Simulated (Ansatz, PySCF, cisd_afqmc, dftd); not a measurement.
System: CF₃, charge 0, doublet. CF3 (SMILES [C](F)(F)F, doublet).
B3LYP-D3(BJ)/def2-TZVP minimum from Ansatz (a quantum-chemistry and plane-wave program):
```
C
F 1 1.3212
F 1 1.3212 2 111.37
F 1 1.3212 2 111.37 3 -124.97
```
Charge 0, spin multiplicity 2.

Wanted: enthalpy of formation at 298 K (by atomisation, with ideal-gas terms from PySCF's Hessian at B3LYP-D3(BJ)/def2-TZVP and the atoms' measured values of the G2/97 table; no spin-orbit terms), in kcal/mol. Open shells are spin-unrestricted; no spin-orbit coupling. Correlated methods leave the cores frozen. Rows without X2C or -DK are non-relativistic. AFQMC is phaseless with a CISD trial state; ± is one standard error, without the phaseless bias. Outlying blocks are dropped, and bars are widened where a walk drifts. Over all cases where full CI ran beside it in this data, AFQMC minus full CI had a median of +0.1 mEh and passed +0.4 mEh in a tenth of the cases. CBS(X,Y): correlation extrapolated as X^-3, Hartree-Fock from the larger set. A bracket is a step between two methods taken in the basis named. The functionals are non-relativistic, so their misses hold any scalar relativity. Double hybrids freeze cores in their MP2 part. '+ core + X2C': CCSD(T) terms for core correlation (cc-pwCVTZ) and scalar relativity (cc-pVTZ-DK).

Measured: -111.9 kcal/mol, -468.2 kJ/mol (Active Thermochemical Tables 1.112 (ions: stationary electron), as tabulated in the package chemicals); atomic spin-orbit terms, which the calculations lack, would raise the computed values.

| level | program | enthalpy of formation at 298 K (kcal/mol) | error against that value |
|---|---|---|---|
| B3LYP-D3(BJ)/def2-TZVPD | Ansatz + dftd3 | -111.6 | 0.3 |
| B2GP-PLYP-D3(BJ)/def2-TZVPD | Ansatz + dftd3 | -109.3 | 2.6 |
| B2GP-PLYP/def2-TZVPD | Ansatz | -108.9 | 3.0 |
| MP2/cc-pVDZ | Ansatz | -96.8 | 15.1 |
| CCSD/cc-pVDZ | Ansatz | -69.9 | 42.0 |
| CCSD/CBS(cc-pVTZ,cc-pVQZ) | Ansatz | -101.6 | 10.3 |
| CCSD(T)/CBS(cc-pVTZ,cc-pVQZ) | Ansatz | -112.2 | -0.3 |
| AFQMC/CISD/cc-pVDZ | cisd_afqmc | -76.8 ± 0.3 | 35.1 |
| AFQMC/CISD/cc-pVTZ | cisd_afqmc | -101.1 ± 0.4 | 10.8 |
| CCSD(T)/CBS(cc-pVTZ,cc-pVQZ) + [AFQMC/CISD - CCSD(T)]/cc-pVDZ + core + X2C | Ansatz + cisd_afqmc | -113.6 ± 0.3 | -1.7 |
| CCSD(T)/CBS(cc-pVTZ,cc-pVQZ) + [CCSDT(Q) - CCSD(T)]/cc-pVDZ + core + X2C | Ansatz | -113.4 | -1.5 |
